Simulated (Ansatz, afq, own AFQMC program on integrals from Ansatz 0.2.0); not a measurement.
# Atomization energy of NH$_{2}$O, doublet

| atom | x (Å) | y (Å) | z (Å) |
| --- | --- | --- | --- |
| N | 0.0000 | 0.0000 | 0.5984 |
| O | 0.0000 | 0.0000 | -0.6635 |
| H | 0.0000 | 0.8762 | 1.1083 |
| H | 0.0000 | -0.8762 | 1.1083 |

Connectivity, by distances: NH2–O.

Atoms in their ground-state spins without spin–orbit coupling (mostly on UHF) minus the molecule (UHF), without zero-point energy. The geometry is a stationary point, not shown to be a minimum.

Basis cc-pVDZ. Noble-gas cores (and the filled d shells of Ga–Kr and In–Xe) are frozen. AFQMC by an in-house program on the Cholesky factors that Ansatz 0.2.0 writes for its CCSD(T) run. The CISD trial takes its coefficients from CCSD amplitudes. Released means that phaseless walkers are propagated on without the constraint, phases kept. Uncertainties: one standard error, sampling alone. The errors of all members are added in quadrature.

No full CI on the walks' own integrals is used here. The released AFQMC energy serves as the reference, which it does only where one determinant dominates, the energy is flat over the last release times and near the phaseless one (40 meV or 2 meV an electron, half that with transition metals). On small molecules, where full CI could be run and the noise was under 10 meV, such values lay within 10 meV of it in 19 cases of 20, a flattering rate, since the rule was set on those same cases; what remains of the bias isn't in the error bar. Each member takes its own surest rung, up to full CI.

The best estimate is CCSD(T) at the basis-set limit (CBS: def2-TZVPP and def2-QZVPP, with their diffuse functions for anions and beside diffuse sets, CCSD(T) itself extrapolated) plus the step from CCSD(T) to AFQMC with the constraint released in cc-pVDZ. Rows without CBS are in cc-pVDZ, the functionals in def2-TZVP; B2PLYP and the wave-function rows carry a basis error of their own. Core correlation and relativity beyond core potentials are missing, and ± holds the sampling alone.

Cautions: NH₂O (doublet): the released value is read at 2.40 1/Eh with a noise of 22 meV, more than in the cases checked (meV from the phaseless value at times in 1/Eh: 9 ± 19 at 0.24, -9 ± 13 at 0.51, -20 ± 15 at 0.99, -34 ± 21 at 1.62, -37 ± 22 at 2.40).

Question: Estimate: order these levels by their error in the atomization energy against the best estimate, smallest first.
A. wB97M-V
B. HF/CBS
C. PBE
D. HF

Answer: A (11.5 kJ/mol), C (80.0 kJ/mol), B (526.9 kJ/mol), D (566.5 kJ/mol).

Best estimate: 1151.8 ± 2.1 kJ/mol.

Best estimates are given only where the step beyond CCSD(T) is under 0.3 eV and no member's determinant is very poor (T1 over 0.05, or 0.07 for open shells, ⟨S²⟩ too high by 0.3, two states mixed), so the hardest cases are missing from such tables.

The functionals ran in a triple-zeta set and keep a basis error of their own, a few kJ/mol for each bond in atomization energies and more for double hybrids, so close places among them and the extrapolated levels can swap.

Each member of a difference takes its own highest rung, so a best estimate needn't equal the limit plus the step of one row. A walk keeps the symmetry of its determinant, which the program's search chose and which needn't be the lowest solution, so a lower state of the same spin and another symmetry isn't excluded. Released energies are given only where the last usable release times agree within the noise; a slower fall can still hide under it.
